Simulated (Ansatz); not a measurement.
# NPSi: the cost of one run

Computed with Ansatz 0.2.0, Gaussian basis. Level: cc-pVTZ, core rule «outside noble gas», up to 11 orbitals frozen.

Plan: UHF; CCSD(T) on ROHF; CCSD(T) on UHF; BCCD(T) on ROHF; CCSDT(Q) on ROHF; CCSDT(Q) on UHF; CASSCF and NEVPT2, 13 electrons in 12 orbitals.

3 further runs of the same task are left out: 3 set aside as unsound or not needed.

**1. The geometry**

The geometry is a PBE0/def2-TZVP stationary point (not a proven minimum) of the parent state, kept for this charge and spin.

3 atoms, charge 1, spin multiplicity 2.

Atoms are counted from 1 here; the program's logs count them from 0.

Bond lengths: P1–N2 1.566 Å, N2–Si3 1.632 Å. Angles: P1–N2–Si3 180.0°.

Coordinates:

```xyz
3
charge 1, multiplicity 2
P     0.0000    0.0000    1.5882
N     0.0000    0.0000    0.0219
Si    0.0000    0.0000   -1.6101
```

**2. UHF**

The input, in.yaml:

```yaml
crystal:
  periodic: [false, false, false]
  atoms:
    - {symbol: P, position_ang: [0.000000, 0.000000, 1.588200]}
    - {symbol: N, position_ang: [0.000000, 0.000000, 0.021900]}
    - {symbol: Si, position_ang: [0.000000, 0.000000, -1.610100]}
basis:
  gaussian: {orbitals: cc-pVTZ}
total_charge: 1
magnetization: {spin_polarized: true, initial_magnetization: 1}
hamiltonian: {xc: hf}
output: {orbitals: {seedname: orbitals}}
```

Command:

```sh
ansatz run in.yaml --threads 1 --pin off --events-out ev --progress --plain --max-ram 4096MiB --backend cpu
```

**Question.** How long does this run take on 1 thread of AMD EPYC 7R13, shared host, and how much memory does it need?

About 7 s, with a peak of 0.28 GiB.
